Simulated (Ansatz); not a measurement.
Saddle point of BH5S, singlet (BH₃S ([BH2][SH]) + H₂ → BH₃ + H₂S (still joined by a long B–S bond); bonds formed: B1–H6, S2–H5; bonds broken: H5–H6; bonds weakened to dative contacts: B1–S2), PBE0-D4/def2-TZVP structure:

B1  (-0.178, -0.608, -0.219)
S2  (0.977, 1.082, -0.195)
H3  (-1.201, -0.381, -0.785)
H4  (0.585, -1.465, -0.548)
H5  (0.255, 0.172, 0.859)
H6  (-0.415, -0.776, 1.013)
H7  (-0.023, 1.976, -0.124)
(Å)

Energies are electronic, without zero-point energy. Barriers and step energies count from the start structure reached by relaxing down the imaginary mode; all methods use the PBE0-D4 structures, on which another method's saddle can fall below an end. Program: Ansatz 0.2.0. Basis: def2-TZVPP, with def2-QZVPP for the basis limit. Cores are frozen in the correlated methods. B3LYP uses VWN-RPA correlation. Extrapolation: Hartree–Fock as exp(−7.88 √X), correlation as X^−2.97.

```json
{"method": "SPW92", "barrier (kJ/mol)": "26.8", "step energy (kJ/mol)": "-20.1"}
{"method": "PBE-D4", "barrier (kJ/mol)": "67.1", "step energy (kJ/mol)": "10.2"}
{"method": "BLYP-D4", "barrier (kJ/mol)": "96.8", "step energy (kJ/mol)": "27.8"}
{"method": "r2SCAN-D4", "barrier (kJ/mol)": "?", "step energy (kJ/mol)": "16.0"}
{"method": "B97M-V", "barrier (kJ/mol)": "90.5", "step energy (kJ/mol)": "24.1"}
{"method": "PBE0-D4", "barrier (kJ/mol)": "76.4", "step energy (kJ/mol)": "9.4"}
{"method": "B3LYP-D4", "barrier (kJ/mol)": "100.7", "step energy (kJ/mol)": "24.7"}
{"method": "r2SCAN0-D4", "barrier (kJ/mol)": "84.9", "step energy (kJ/mol)": "13.9"}
{"method": "BHLYP-D4", "barrier (kJ/mol)": "?", "step energy (kJ/mol)": "24.8"}
{"method": "CAM-B3LYP-D4", "barrier (kJ/mol)": "100.1", "step energy (kJ/mol)": "19.3"}
{"method": "wB97X-V", "barrier (kJ/mol)": "99.2", "step energy (kJ/mol)": "19.0"}
{"method": "wB97M-V", "barrier (kJ/mol)": "97.9", "step energy (kJ/mol)": "20.2"}
{"method": "B2PLYP", "barrier (kJ/mol)": "105.5", "step energy (kJ/mol)": "27.2"}
{"method": "PBE-QIDH", "barrier (kJ/mol)": "89.7", "step energy (kJ/mol)": "14.1"}
{"method": "RPA on PBE", "barrier (kJ/mol)": "?", "step energy (kJ/mol)": "30.6"}
{"method": "HF", "barrier (kJ/mol)": "166.1", "step energy (kJ/mol)": "49.1"}
{"method": "MP2", "barrier (kJ/mol)": "101.5", "step energy (kJ/mol)": "25.6"}
{"method": "CCSD", "barrier (kJ/mol)": "113.7", "step energy (kJ/mol)": "26.4"}
{"method": "CCSD(T)", "barrier (kJ/mol)": "106.4", "step energy (kJ/mol)": "25.6"}
```

(1) Fill in the withheld barriers. (To be estimated.)

T1 diagnostic: at most 0.014.

## Answers

(1) The calculation gives: RPA on PBE 111.5; BHLYP-D4 114.6; r2SCAN-D4 79.2 kJ/mol. Each is the energy of the saddle less that of the start structure, by the same method.

For comparison, the barrier by CCSD(T) at an estimated basis limit (MP2 extrapolated from triple and quadruple zeta, plus CCSD(T) − MP2 in triple zeta) is 104.6 kJ/mol.

Labels in which every atom is bracketed show which atoms are joined, not bond orders.

For scale, one of the runs: CCSD(T)/def2-TZVPP, 143 basis functions, launched by `ansatz run in.yaml --threads 2 --pin off --events-out ev --progress --plain --max-ram 4352MiB`. Hardware: 2 CPU threads of an Arm Neoverse V1, shared host. Wall time 7.5 s; peak host memory 0.79 GiB.
